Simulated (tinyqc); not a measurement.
Stretching all distances: RHF, UHF, MP2, CISD and CCSD against full CI in the sto-6g basis, for H2O, spin multiplicity 1. Computed by the program tinyqc with PySCF. 

Geometry (angstrom):
```
atom,x,y,z
O,0.0000,0.0000,0.0000
H,0.0000,0.6670,0.5960
H,0.0000,-0.6580,0.5880
```

All coordinates are multiplied by the scale. c0^2 is the weight of the RHF determinant in the lowest singlet FCI state (UHF is spin-contaminated and may lie near states of higher spin) and n(LUMO) the first natural occupation beyond the occupied space.

Full CI energy (hartree) and errors against it (kcal/mol):
```
scale,distance 1-2 (angstrom),E(FCI),RHF,UHF,MP2,CISD,CCSD,<S^2> UHF,c0^2,n(LUMO)
0.910,0.814,-75.61229,22.065,22.065,5.528,0.182,0.038,0.000,0.985,0.016
1.100,0.984,-75.73436,33.956,33.956,9.562,0.535,0.075,0.000,0.970,0.031
1.290,1.154,-75.72088,50.953,50.953,15.606,1.523,0.170,0.000,0.942,0.060
1.480,1.324,-75.66358,74.025,70.805,23.958,3.911,0.378,0.396,0.893,0.112
1.670,1.494,-75.59952,103.699,62.314,34.588,8.758,0.622,1.187,0.819,0.196
1.860,1.664,-75.54509,139.882,41.865,46.912,16.924,0.228,1.580,0.716,0.316
2.050,1.834,-75.50652,181.157,23.894,59.366,27.983,-2.633,1.783,0.595,0.463
```

UHF parts from RHF first at scale 1.48 of those listed, where <S^2> leaves zero. The weight c0^2 goes from 0.99 to 0.59 and n(LUMO) from 0.02 to 0.46: static correlation grows as the bonds break into open-shell fragments. The spread of the error along the curve, which distorts its shape, is CCSD 3.3, CISD 27.8, UHF 48.7, MP2 53.8, RHF 159.1 kcal/mol. Below FCI somewhere: CCSD, as non-variational methods may be. The table stops here: at scale 2.24 and beyond, the reference weight falls under 0.45 or RHF, UHF or CCSD hop between solutions, so those rows were left out and the spreads given cover only the rows shown. As computed, partly on other solutions, the errors there reach in size RHF 223, UHF 40, MP2 96, CISD 45, CCSD 1 kcal/mol.
